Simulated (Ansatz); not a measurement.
# AlF2H: the cost of one run

Program: Ansatz 0.2.0. Level of theory: RKS PBE-D4/def2-SVP. These are calculated values, not measurements.

### 1 The starting structure

Bond lengths: Al1–H2 1.560 Å, Al1–F3 1.690 Å, Al1–F4 1.690 Å. Angles: H2–Al1–F3 120.0°, H2–Al1–F4 120.0°, F3–Al1–F4 120.0°.

Coordinates:

```xyz
4

Al    0.0000    0.0000    0.0000
H     0.0000    0.0000    1.5600
F     1.4635    0.0000   -0.8450
F    -1.4635    0.0000   -0.8450
```

### 2 Relaxing the start

Input file input.yaml:

```yaml
crystal:
  periodic: [false, false, false]
  atoms:
    - { symbol: Al, position_ang: [0.0, 0.0, 0.0] }
    - { symbol: H, position_ang: [0.0, 0.0, 1.56] }
    - { symbol: F, position_ang: [1.4635, 0.0, -0.845] }
    - { symbol: F, position_ang: [-1.4635, 0.0, -0.845] }
basis:
  gaussian: { orbitals: def2-SVP }
hamiltonian:
  xc: pbe
  dispersion: d4
relax:
  f_tol: 0.02
  max_steps: 40
```

Started as:

```bash
$ ansatz run input.yaml --threads 1 --pin off --max-ram 2048MiB --backend cpu --events-out ev --progress --plain --runs-dir out
```

What time and memory should one allow on 1 thread of Arm Neoverse N1, shared host?

About 8.3 s, with a peak of 0.1 GiB.
